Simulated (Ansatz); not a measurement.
The input, for Ansatz 0.2.0:

```yaml
crystal:
  periodic: [false, false, false]
  atoms:
    - {symbol: C, position_ang: [-0.194453, 0.000000, 0.176581]}
    - {symbol: Be, position_ang: [0.155705, 0.000000, -1.409425]}
    - {symbol: H, position_ang: [0.038748, 0.000000, 1.232844]}
basis:
  gaussian: {orbitals: 6-31G}
magnetization: {spin_polarized: true, initial_magnetization: 1}
correlation: {method: ccsd, electrons: outside_noble_gas}
accuracy: high
output: {forces: true}
```

```sh
$ ansatz run in.yaml --threads 1 --pin off --events-out ev --progress --plain --max-ram 2393MiB
```

The program prints:

```
479 factors; integrals over basis functions are off by at most 3.3e-9 eV
mean field evaluation 1: about -1436.0980 eV, gradient 1.4e1 eV
mean field evaluation 2: about -1436.0986 eV, gradient 1.4e1 eV
mean field evaluation 4: about -1438.0717 eV, gradient 2.3e0 eV
mean field evaluation 8: about -1438.0773 eV, gradient 3.6e-1 eV
mean field evaluation 16: about -1440.6504 eV, gradient 7.2e-2 eV
mean field evaluation 32: about -1438.0850 eV, gradient 8.1e-2 eV
mean field evaluation 64: about -1439.8279 eV, gradient 2.5e0 eV
mean field evaluation 96: about -1439.8823 eV, gradient 1.4e0 eV
mean field evaluation 128: about -1439.9309 eV, gradient 1.8e-2 eV
mean field evaluation 160: about -1438.0671 eV, gradient 8.7e-1 eV
...
cycle  16  -2.04204090 eV  change    2.2e-8 eV  update   4.8e-8
cycle  17  -2.04204092 eV  change   -2.2e-8 eV  update   7.2e-8
cycle  18  -2.04204105 eV  change   -1.3e-7 eV  update   4.6e-8
cycle  19  -2.04204108 eV  change   -3.0e-8 eV  update   1.6e-8
cycle  20  -2.04204109 eV  change   -1.2e-8 eV  update   7.9e-9
cycle  21  -2.04204110 eV  change   -3.0e-9 eV  update   4.9e-9
cycle  22  -2.04204110 eV  change  -4.3e-10 eV  update   3.5e-9
cycle  23  -2.04204110 eV  change    2.4e-9 eV  update   2.3e-9
cycle  24  -2.04204109 eV  change   9.1e-10 eV  update   1.5e-9
cycle  25  -2.04204109 eV  change  -3.1e-11 eV  update  8.7e-10
WARN: the results are in doubt because among natural orbitals full CI differs from the method by +0.159 eV
the calculation of the forces begins
Total energy: -1442.69266185 eV, -53.0179774308 hartree
Atom 0 at    -0.194453     0.000000     0.176581 Å, force    -0.031965    -0.000000     0.224302 eV/Å
Atom 1 at     0.155705     0.000000    -1.409425 Å, force     0.065776    -0.000000    -0.750090 eV/Å
Atom 2 at     0.038748     0.000000     1.232844 Å, force    -0.033811     0.000000     0.525788 eV/Å
Dipole moment:     0.015608     0.000000     0.155970 e Å
In doubt: among natural orbitals full CI differs from the method by +0.159 eV
```

Forces (eV/Å):
```
C   -0.032  0.000  0.224
Be   0.066  0.000 -0.750
H   -0.034  0.000  0.526
```

Ran on 1 thread of AMD EPYC 9B45, shared host: 1.1 s wall, 0.15 GiB peak host memory.
